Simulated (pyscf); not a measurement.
A first-order saddle from PySCF, ωB97X-D3(BJ)/def2-SVP:

```xyz
9

F      0.6665     1.5558     0.2259
Mo     0.1083    -0.4065    -0.0991
F      1.5875    -0.1494    -1.1205
F     -1.2237     0.4999    -0.9178
F     -0.1063    -1.6525    -1.4155
F      1.3024    -0.6930     1.2375
F     -0.8404    -1.7049     0.7523
Cl    -1.1034     0.8364     1.9062
H     -0.1259     1.6378     1.1554
```
Charge 0, spin multiplicity 1.

Surface: singlet, charge 0. Lowest wavenumbers (cm⁻¹): 622i, 95, 114, 185, 225.

Name the species on either side of this saddle.

F–Mo(F)(F)(F)(F)–F + hydrogen chloride (HCl) ⇌ hydrogen fluoride (HF) + F–Mo(F)(F)(F)(F)–Cl, a four-centre exchange read from left to right: F–Mo, Cl–H broken and F–H, Cl–Mo formed. At ωB97M-D3(BJ)/def2-TZVP it lies +24.7 kcal/mol from the left side and +16.4 kcal/mol from the right (each side as separated species at their lowest minima found). One saddle was located; it need not be the lowest between these sides. Elements past Kr carry the def2 core potentials, without spin-orbit coupling.
